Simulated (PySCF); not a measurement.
# BHCl2: electronic excitations at several levels of theory

How much do the electronic excitations of BHCl2 (`ClBCl`) depend on the level of theory, and what does each level cost?

Computed with PySCF 2.14.0, with density-fitted response routines of our own, on a single molecule in the gas phase. Atoms are numbered from 0 throughout.

### 1 The molecule as given

4 atoms, charge 0, multiplicity 1; geometry from: GFN2-xTB. The atoms were then displaced at random by about 0.03 Å, so the start is not that level's minimum.

Bonds of the start (Å): Cl0–B1 1.67, B1–Cl2 1.66, B1–H3 1.20.

### 2 Optimising the geometry at PBE0-D3(BJ)/def2-SVP

The job: settings as JSON, then the geometry in Å.

```
{"job": {"xc": "PBE0", "basis": "def2-SVP", "d3": "d3bj", "grid": 1, "shake": 0.03, "kind": "geom"}, "charge": 0, "multiplicity": 1}
Cl    -1.403300    -0.803680     0.005820
B     -0.013040     0.118770    -0.021540
Cl     1.426450    -0.708310    -0.024390
H      0.093650     1.312330    -0.036060
```

Started as:

```
$ OMP_NUM_THREADS=1 python probes_run.py task.json out
```

The driver reads the jobs from task.json and runs them one after another.

Log:

```text
step   0  E = -945.27128103  max force = 0.052940
step   1  E = -945.27812666  max force = 0.022958
step   2  E = -945.27984574  max force = 0.012950
step   3  E = -945.28058267  max force = 0.003163
step   4  E = -945.28059733  max force = 0.001603
step   5  E = -945.28057829  max force = 0.001978
step   6  E = -945.28060605  max force = 0.000443
step   7  E = -945.28060743  max force = 0.000055
optimisation converged
```

Wall time 9.5 s (1 thread of Arm Neoverse N1, shared host); peak memory 0.26 GiB.

Relaxation path:

```tsv
step	energy from step 0 (eV)	largest force component (eV/Å)
0	0.0000	2.7223
1	-0.1863	1.1805
2	-0.2331	0.6659
3	-0.2531	0.1626
4	-0.2535	0.0824
5	-0.2530	0.1017
6	-0.2537	0.0228
7	-0.2538	0.0028
```

Distances of close pairs at the start and the end, largest changes first:

```tsv
bond	before (Å)	after (Å)	change (Å)
B1–Cl2	1.660	1.739	+0.079
Cl0–B1	1.669	1.739	+0.070
B1–H3	1.198	1.200	+0.002
```

The end geometry stands in the next job.

```tsv
at the end point	value
point group (found at 0.08 Å tolerance)	C2v
rotational constants (GHz, main isotopes)	46.617, 3.168, 2.967
dipole moment (D)	0.37
```

### 3 TDDFT and polarisability: PBE0/def2-SVP

The job: settings as JSON, then the geometry in Å.

```
{"job": {"kind": "uv", "xc": "PBE0", "basis": "def2-SVP"}, "charge": 0, "multiplicity": 1}
Cl    -1.478411    -0.762662     0.013581
B      0.024931     0.110997    -0.021060
Cl     1.541658    -0.739991    -0.030831
H      0.015582     1.310766    -0.037861
```

Method: TDDFT PBE0/def2-SVP, vertical, gas phase, core orbitals frozen in the response.

Log:

```text
coarse grid: 4960 points
cycle   1  E = -945.1686471374  dE =  1.913e-01  |g| = 2.229e-01  |ddm| = 2.016e+00
cycle   2  E = -945.1610027361  dE =  7.644e-03  |g| = 2.827e-01  |ddm| = 5.682e-01
cycle   3  E = -945.1836668417  dE = -2.266e-02  |g| = 2.122e-02  |ddm| = 3.269e-01
cycle   4  E = -945.1837934183  dE = -1.266e-04  |g| = 5.811e-03  |ddm| = 2.622e-02
cycle   5  E = -945.1838027775  dE = -9.359e-06  |g| = 4.372e-04  |ddm| = 6.903e-03
final grid: 40072 points
cycle   6  E = -945.2780271716  dE = -8.188e-06  |g| = 1.729e-03  |ddm| = 8.957e-03
cycle   7  E = -945.2780275045  dE = -3.329e-07  |g| = 1.450e-03  |ddm| = 4.124e-03
cycle   8  E = -945.2780281091  dE = -6.046e-07  |g| = 3.796e-04  |ddm| = 1.767e-03
cycle   9  E = -945.2780281494  dE = -4.031e-08  |g| = 3.879e-05  |ddm| = 4.904e-04
cycle  10  E = -945.2780281498  dE = -4.172e-10  |g| = 6.705e-06  |ddm| = 4.965e-05
converged SCF energy = -945.2780281498

Static polarisability (au): isotropic 29.161, principal 19.218 26.839 41.427

Singlet excitations
state   eV       nm        f      main configurations
  1   5.8364    212.4   0.00243   H->L 1.00
  2   5.9508    208.3   0.00000   H-1->L 1.00
  3   7.1687    173.0   0.15148   H-2->L 0.96
  4   8.3142    149.1   0.04436   H-3->L 0.96
  5   8.7937    141.0   0.00263   H-5->L 1.00
  6   8.8691    139.8   0.00000   H-4->L 0.99
  7  10.3165    120.2   0.07778   H->L+1 0.97
  8  10.3454    119.8   0.03377   H-1->L+1 0.84, H->L+2 0.15
  9  10.5839    117.1   0.00000   H-2->L+1 0.99
 10  11.2530    110.2   0.02080   H-1->L+2 0.96

Triplet excitations (Tamm-Dancoff, eV): 5.3859 5.7418 5.9157 6.7415
```

Run time: 2.5 s. Hardware: 1 thread of Arm Neoverse N1, shared host; peak memory 0.28 GiB.

The orbitals next to the gap, with their largest atomic shares:

```tsv
orbital	eV	atoms
HOMO−3	-10.84	Cl0 39 %, Cl2 39 %, B1 23 %
HOMO−2	-9.59	Cl2 49 %, Cl0 49 %
HOMO−1	-9.19	Cl2 48 %, Cl0 48 %
HOMO	-9.12	Cl0 36 %, Cl2 36 %, H3 16 %
LUMO	-1.51	B1 73 %, Cl0 13 %, Cl2 13 %
LUMO+1	2.71	B1 57 %, Cl2 18 %, Cl0 18 %
LUMO+2	3.55	B1 66 %, Cl0 15 %, Cl2 15 %
```

With each of the 10 states as a Gaussian band of 0.4 eV half-width at 1/e, the curve within the window shown has maxima at 212 nm (ε 98), 173 nm (ε 6,100), 149 nm (ε 1,800), 120 nm (ε 4,500), 110 nm (ε 870) L/(mol cm). Beyond the last state computed it falls off for lack of states. The curve at chosen wavelengths:

```
 nm  ε (L/mol/cm)
107           480
112           821
117          3167
122          3611
128           292
133            32
138           218
143           978
148          1807
153          1336
159           890
164          2571
169          5294
174          6014
179          4092
184          1809
190           429
195           110
200            60
205            78
210            97
215            95
221            70
226            44
231            24
236            11
```

Further results of this job:

```tsv
property	computed
dipole moment (D)	0.37
polarisability (Å³)	4.32
HOMO–LUMO gap (eV)	7.61
−ε(HOMO) (eV)	9.12
```

### 4 TDDFT and polarisability: PBE0/def2-TZVP

The job: settings as JSON, then the geometry in Å.

```
{"job": {"kind": "uv", "xc": "PBE0", "basis": "def2-TZVP"}, "charge": 0, "multiplicity": 1}
Cl    -1.478411    -0.762662     0.013581
B      0.024931     0.110997    -0.021060
Cl     1.541658    -0.739991    -0.030831
H      0.015582     1.310766    -0.037861
```

With the program's defaults for keys left out, this is: TDDFT PBE0/def2-TZVP, vertical, gas phase, core orbitals frozen in the response.

Log:

```text
coarse grid: 4960 points
cycle   1  E = -945.6063452422  dE =  2.236e-01  |g| = 2.099e-01  |ddm| = 1.620e+00
cycle   2  E = -945.6020628867  dE =  4.282e-03  |g| = 2.564e-01  |ddm| = 3.737e-01
cycle   3  E = -945.6187553976  dE = -1.669e-02  |g| = 3.352e-02  |ddm| = 1.874e-01
cycle   4  E = -945.6189995907  dE = -2.442e-04  |g| = 1.293e-02  |ddm| = 3.246e-02
cycle   5  E = -945.6190383433  dE = -3.875e-05  |g| = 1.154e-03  |ddm| = 9.638e-03
cycle   6  E = -945.6190386874  dE = -3.441e-07  |g| = 3.651e-04  |ddm| = 1.393e-03
final grid: 40072 points
cycle   7  E = -945.6190659130  dE = -1.714e-05  |g| = 3.242e-03  |ddm| = 1.482e-02
cycle   8  E = -945.6190665078  dE = -5.948e-07  |g| = 2.255e-03  |ddm| = 4.320e-03
cycle   9  E = -945.6190675266  dE = -1.019e-06  |g| = 6.711e-04  |ddm| = 1.995e-03
cycle  10  E = -945.6190676404  dE = -1.137e-07  |g| = 1.085e-04  |ddm| = 4.631e-04
cycle  11  E = -945.6190676432  dE = -2.781e-09  |g| = 1.701e-05  |ddm| = 8.914e-05
cycle  12  E = -945.6190676433  dE = -7.844e-11  |g| = 4.231e-06  |ddm| = 1.544e-05
converged SCF energy = -945.6190676433

Static polarisability (au): isotropic 37.507, principal 27.057 34.650 50.815

Singlet excitations
state   eV       nm        f      main configurations
  1   5.7244    216.6   0.00128   H->L 1.00
  2   5.8363    212.4   0.00000   H-1->L 1.00
  3   6.9397    178.7   0.14372   H-2->L 0.95
  4   8.0949    153.2   0.03688   H-3->L 0.95
  5   8.6421    143.5   0.00204   H-5->L 0.99
  6   8.6892    142.7   0.00000   H-4->L 0.99
  7   9.4717    130.9   0.07486   H-1->L+1 0.75, H->L+3 0.15, H-1->L+2 0.08
  8   9.4807    130.8   0.08094   H->L+1 0.67, H->L+2 0.30
  9   9.5757    129.5   0.00040   H->L+2 0.67, H->L+1 0.30
 10   9.6571    128.4   0.00020   H-1->L+2 0.79, H-1->L+1 0.13

Triplet excitations (Tamm-Dancoff, eV): 5.2821 5.6267 5.7833 6.6087
```

It took 6.2 s on 1 thread of Arm Neoverse N1, shared host; peak memory 0.38 GiB.

Key values: HOMO -9.25 eV, LUMO -1.75 eV; lowest singlet 5.72 eV.

### 5 Ultraviolet spectrum: PBE0/aug-cc-pVDZ

The job: settings as JSON, then the geometry in Å.

```
{"job": {"kind": "uv", "xc": "PBE0", "basis": "aug-cc-pVDZ"}, "charge": 0, "multiplicity": 1}
Cl    -1.478411    -0.762662     0.013581
B      0.024931     0.110997    -0.021060
Cl     1.541658    -0.739991    -0.030831
H      0.015582     1.310766    -0.037861
```

Level: TDDFT PBE0/aug-cc-pVDZ, vertical, gas phase, core orbitals frozen in the response.

Log:

```text
coarse grid: 4960 points
cycle   1  E = -945.5670113005  dE =  2.481e-01  |g| = 2.113e-01  |ddm| = 3.895e+00
cycle   2  E = -945.5600768233  dE =  6.934e-03  |g| = 2.706e-01  |ddm| = 9.661e-01
cycle   3  E = -945.5809848830  dE = -2.091e-02  |g| = 2.384e-02  |ddm| = 5.169e-01
cycle   4  E = -945.5811492558  dE = -1.644e-04  |g| = 7.426e-03  |ddm| = 5.142e-02
cycle   5  E = -945.5811658644  dE = -1.661e-05  |g| = 6.467e-04  |ddm| = 1.682e-02
cycle   6  E = -945.5811660048  dE = -1.404e-07  |g| = 2.558e-04  |ddm| = 1.894e-03
final grid: 40072 points
cycle   7  E = -945.5996037472  dE = -7.039e-06  |g| = 2.006e-03  |ddm| = 3.211e-02
cycle   8  E = -945.5996039433  dE = -1.961e-07  |g| = 1.960e-03  |ddm| = 1.049e-02
cycle   9  E = -945.5996051048  dE = -1.162e-06  |g| = 4.061e-04  |ddm| = 4.297e-03
cycle  10  E = -945.5996051528  dE = -4.799e-08  |g| = 5.755e-05  |ddm| = 8.282e-04
cycle  11  E = -945.5996051537  dE = -8.940e-10  |g| = 9.290e-06  |ddm| = 1.336e-04
converged SCF energy = -945.5996051537

Static polarisability (au): isotropic 41.928, principal 31.815 39.071 54.899

Singlet excitations
state   eV       nm        f      main configurations
  1   5.7316    216.3   0.00105   H->L 1.00
  2   5.8413    212.3   0.00000   H-1->L 1.00
  3   6.9170    179.2   0.14921   H-2->L 0.95
  4   8.1081    152.9   0.02885   H-3->L 0.92
  5   8.4629    146.5   0.06097   H-1->L+1 0.85, H->L+3 0.12
  6   8.4630    146.5   0.05075   H->L+1 0.91
  7   8.6643    143.1   0.00177   H-5->L 0.99
  8   8.7323    142.0   0.00000   H-4->L 0.99
  9   8.8474    140.1   0.00000   H-2->L+1 0.95
 10   8.8818    139.6   0.09351   H->L+2 0.94

Triplet excitations (Tamm-Dancoff, eV): 5.2856 5.6460 5.8202 6.6384
```

Run time: 4.6 s. Hardware: 1 thread of Arm Neoverse N1, shared host; peak memory 0.38 GiB.

This run: HOMO -9.30 eV, LUMO -1.81 eV; lowest singlet 5.73 eV.

### 6 Ultraviolet spectrum: PBE0/aug-cc-pVTZ

The job: settings as JSON, then the geometry in Å.

```
{"job": {"kind": "uv", "xc": "PBE0", "basis": "aug-cc-pVTZ"}, "charge": 0, "multiplicity": 1}
Cl    -1.478411    -0.762662     0.013581
B      0.024931     0.110997    -0.021060
Cl     1.541658    -0.739991    -0.030831
H      0.015582     1.310766    -0.037861
```

Method: TDDFT PBE0/aug-cc-pVTZ, vertical, gas phase, core orbitals frozen in the response.

Log:

```text
coarse grid: 4960 points
cycle   1  E = -945.6027296211  dE =  2.321e-01  |g| = 2.079e-01  |ddm| = 3.502e+00
cycle   2  E = -945.5977105695  dE =  5.019e-03  |g| = 2.624e-01  |ddm| = 7.894e-01
cycle   3  E = -945.6155160812  dE = -1.781e-02  |g| = 2.850e-02  |ddm| = 3.900e-01
cycle   4  E = -945.6157114652  dE = -1.954e-04  |g| = 1.199e-02  |ddm| = 4.679e-02
cycle   5  E = -945.6157489478  dE = -3.748e-05  |g| = 7.776e-04  |ddm| = 1.430e-02
cycle   6  E = -945.6157491170  dE = -1.692e-07  |g| = 4.069e-04  |ddm| = 2.114e-03
final grid: 40072 points
cycle   7  E = -945.6333210012  dE = -1.614e-05  |g| = 2.285e-03  |ddm| = 4.057e-02
cycle   8  E = -945.6333215600  dE = -5.588e-07  |g| = 1.861e-03  |ddm| = 7.889e-03
cycle   9  E = -945.6333224469  dE = -8.869e-07  |g| = 4.496e-04  |ddm| = 3.180e-03
cycle  10  E = -945.6333224991  dE = -5.225e-08  |g| = 1.004e-04  |ddm| = 6.224e-04
cycle  11  E = -945.6333225016  dE = -2.433e-09  |g| = 1.599e-05  |ddm| = 1.724e-04
cycle  12  E = -945.6333225016  dE = -6.958e-11  |g| = 4.481e-06  |ddm| = 2.745e-05
converged SCF energy = -945.6333225016

Static polarisability (au): isotropic 42.859, principal 32.949 39.972 55.657

Singlet excitations
state   eV       nm        f      main configurations
  1   5.7198    216.8   0.00099   H->L 1.00
  2   5.8336    212.5   0.00000   H-1->L 1.00
  3   6.8907    179.9   0.14476   H-2->L 0.95
  4   8.0654    153.7   0.02830   H-3->L 0.92
  5   8.3876    147.8   0.04173   H->L+1 0.92
  6   8.3978    147.6   0.05887   H-1->L+1 0.86, H->L+3 0.11
  7   8.6344    143.6   0.00187   H-5->L 0.99
  8   8.6724    143.0   0.00000   H-4->L 0.98
  9   8.7778    141.2   0.00000   H-2->L+1 0.94
 10   8.8189    140.6   0.09407   H->L+2 0.92

Triplet excitations (Tamm-Dancoff, eV): 5.2758 5.6330 5.7914 6.6160
```

Run time: 11 s. Hardware: 1 thread of Arm Neoverse N1, shared host; peak memory 0.58 GiB.

Key values: HOMO -9.30 eV, LUMO -1.81 eV; lowest singlet 5.72 eV.

### 7 TDDFT and polarisability: PBE0/def2-TZVPD

The job: settings as JSON, then the geometry in Å.

```
{"job": {"kind": "uv", "xc": "PBE0", "basis": "def2-TZVPD"}, "charge": 0, "multiplicity": 1}
Cl    -1.478411    -0.762662     0.013581
B      0.024931     0.110997    -0.021060
Cl     1.541658    -0.739991    -0.030831
H      0.015582     1.310766    -0.037861
```

Level: TDDFT PBE0/def2-TZVPD, vertical, gas phase, core orbitals frozen in the response.

Log:

```text
coarse grid: 4960 points
cycle   1  E = -945.6073358037  dE =  2.251e-01  |g| = 2.090e-01  |ddm| = 1.491e+00
cycle   2  E = -945.6031424483  dE =  4.193e-03  |g| = 2.546e-01  |ddm| = 3.913e-01
cycle   3  E = -945.6196194060  dE = -1.648e-02  |g| = 3.385e-02  |ddm| = 1.979e-01
cycle   4  E = -945.6198670148  dE = -2.476e-04  |g| = 1.307e-02  |ddm| = 2.932e-02
cycle   5  E = -945.6199068440  dE = -3.983e-05  |g| = 1.213e-03  |ddm| = 9.998e-03
cycle   6  E = -945.6199072212  dE = -3.773e-07  |g| = 3.894e-04  |ddm| = 1.337e-03
final grid: 40072 points
cycle   7  E = -945.6199312951  dE = -1.743e-05  |g| = 3.253e-03  |ddm| = 2.414e-02
cycle   8  E = -945.6199318741  dE = -5.790e-07  |g| = 2.292e-03  |ddm| = 4.225e-03
cycle   9  E = -945.6199329390  dE = -1.065e-06  |g| = 6.716e-04  |ddm| = 1.950e-03
cycle  10  E = -945.6199330527  dE = -1.137e-07  |g| = 1.120e-04  |ddm| = 4.738e-04
cycle  11  E = -945.6199330557  dE = -2.964e-09  |g| = 1.774e-05  |ddm| = 9.917e-05
cycle  12  E = -945.6199330557  dE = -8.049e-11  |g| = 4.572e-06  |ddm| = 1.649e-05
converged SCF energy = -945.6199330557

Static polarisability (au): isotropic 43.069, principal 33.115 40.180 55.911

Singlet excitations
state   eV       nm        f      main configurations
  1   5.6856    218.1   0.00093   H->L 1.00
  2   5.7973    213.9   0.00000   H-1->L 1.00
  3   6.8598    180.7   0.14334   H-2->L 0.95
  4   8.0337    154.3   0.02917   H-3->L 0.93
  5   8.4041    147.5   0.04124   H->L+1 0.94
  6   8.4172    147.3   0.07108   H-1->L+1 0.90, H->L+2 0.08
  7   8.6025    144.1   0.00205   H-5->L 0.99
  8   8.6468    143.4   0.00000   H-4->L 0.98
  9   8.7898    141.1   0.00000   H-2->L+1 0.96
 10   8.9413    138.7   0.08255   H->L+3 0.86

Triplet excitations (Tamm-Dancoff, eV): 5.2449 5.5932 5.7529 6.5813
```

Run time: 8.5 s. Hardware: 1 thread of Arm Neoverse N1, shared host; peak memory 0.45 GiB.

In short: HOMO -9.29 eV, LUMO -1.83 eV; lowest singlet 5.69 eV.

### 8 TDDFT and polarisability: PBE0/6-31+G*

The job: settings as JSON, then the geometry in Å.

```
{"job": {"kind": "uv", "xc": "PBE0", "basis": "6-31+G*"}, "charge": 0, "multiplicity": 1}
Cl    -1.478411    -0.762662     0.013581
B      0.024931     0.110997    -0.021060
Cl     1.541658    -0.739991    -0.030831
H      0.015582     1.310766    -0.037861
```

Level: TDDFT PBE0/6-31+G*, vertical, gas phase, core orbitals frozen in the response.

Log:

```text
coarse grid: 4960 points
cycle   1  E = -945.5578637406  dE =  2.424e-01  |g| = 2.173e-01  |ddm| = 1.910e+00
cycle   2  E = -945.5505921339  dE =  7.272e-03  |g| = 2.783e-01  |ddm| = 5.944e-01
cycle   3  E = -945.5731051554  dE = -2.251e-02  |g| = 1.948e-02  |ddm| = 3.428e-01
cycle   4  E = -945.5732109527  dE = -1.058e-04  |g| = 6.474e-03  |ddm| = 3.671e-02
cycle   5  E = -945.5732234500  dE = -1.250e-05  |g| = 5.132e-04  |ddm| = 9.470e-03
cycle   6  E = -945.5732235418  dE = -9.181e-08  |g| = 1.562e-04  |ddm| = 1.332e-03
final grid: 40072 points
cycle   7  E = -945.5463127761  dE = -6.701e-06  |g| = 2.071e-03  |ddm| = 1.165e-02
cycle   8  E = -945.5463131170  dE = -3.409e-07  |g| = 1.949e-03  |ddm| = 4.942e-03
cycle   9  E = -945.5463142505  dE = -1.134e-06  |g| = 3.740e-04  |ddm| = 2.550e-03
cycle  10  E = -945.5463142919  dE = -4.132e-08  |g| = 5.328e-05  |ddm| = 5.833e-04
cycle  11  E = -945.5463142926  dE = -7.940e-10  |g| = 7.816e-06  |ddm| = 6.286e-05
converged SCF energy = -945.5463142926

Static polarisability (au): isotropic 35.088, principal 22.531 32.431 50.304

Singlet excitations
state   eV       nm        f      main configurations
  1   5.7765    214.6   0.00143   H->L 1.00
  2   5.8821    210.8   0.00000   H-1->L 1.00
  3   6.9749    177.8   0.16285   H-2->L 0.95
  4   8.1575    152.0   0.03463   H-3->L 0.91
  5   8.5418    145.1   0.06641   H-1->L+1 0.88, H->L+2 0.10
  6   8.5544    144.9   0.05898   H->L+1 0.92
  7   8.7140    142.3   0.00161   H-5->L 0.99
  8   8.7645    141.5   0.00000   H-4->L 0.99
  9   8.9093    139.2   0.00000   H-2->L+1 0.97
 10   9.0719    136.7   0.09950   H->L+3 0.95

Triplet excitations (Tamm-Dancoff, eV): 5.3582 5.6931 5.8773 6.6674
```

Run time: 3.4 s. Hardware: 1 thread of Arm Neoverse N1, shared host; peak memory 0.45 GiB.

In short: HOMO -9.34 eV, LUMO -1.81 eV; lowest singlet 5.78 eV.

### 9 Side by side: electronic excitations

Excitations and ground-state properties, with basis size and wall time:

```tsv
run	lowest singlet (eV)	brightest (eV)	f	gap (eV)	α (Å³)	μ (D)	functions	time
PBE0/def2-SVP	5.84	7.17	0.151	7.61	4.32	0.37	55	2.5 s
PBE0/def2-TZVP	5.72	6.94	0.144	7.50	5.56	0.45	111	6.2 s
PBE0/aug-cc-pVDZ	5.73	6.92	0.149	7.49	6.21	0.53	86	4.6 s
PBE0/aug-cc-pVTZ	5.72	6.89	0.145	7.48	6.35	0.50	169	11 s
PBE0/def2-TZVPD	5.69	6.86	0.143	7.45	6.38	0.48	138	8.5 s
PBE0/6-31+G*	5.78	6.97	0.163	7.53	5.20	0.58	64	3.4 s
```

### 10 Outcome

```
                                quantity                        value
                             point group                          C2v
    rotational constants (main isotopes)        46.62, 3.17, 2.97 GHz
          lowest singlet (PBE0/def2-SVP)  5.84 eV (212 nm), f = 0.002
brightest single state of those computed  state 3, 7.17 eV, f = 0.151
                          lowest triplet                      5.39 eV
             range of the lowest singlet              5.69 to 5.84 eV
```

In words: Single values in the summary come from the first run of each kind that ended normally (PBE0/def2-SVP), which need not be the best level. The start was shaken at random, so part of the energy gained undoes that. Over 7 steps the energy fell by 0.254 eV; of the close pairs, B1–Cl2 changed most, 1.660 to 1.739 Å. The lowest singlet, at 5.84 eV, is HOMO→LUMO 1.00 and is weak; of the 10 states computed, the strongest absorption comes from state 3 at 7.17 eV. The lowest triplet lies 0.45 eV below the lowest singlet (triplets in Tamm-Dancoff, singlets in full TDDFT). The basis of PBE0/def2-SVP has no diffuse functions, so Rydberg states are missing and the high states are unreliable. The lowest singlet runs from 5.69 eV (PBE0/def2-TZVPD) to 5.84 eV (PBE0/def2-SVP), while the orbital gap spans 7.45 to 7.61 eV. The lowest state need not be the same one in every run.
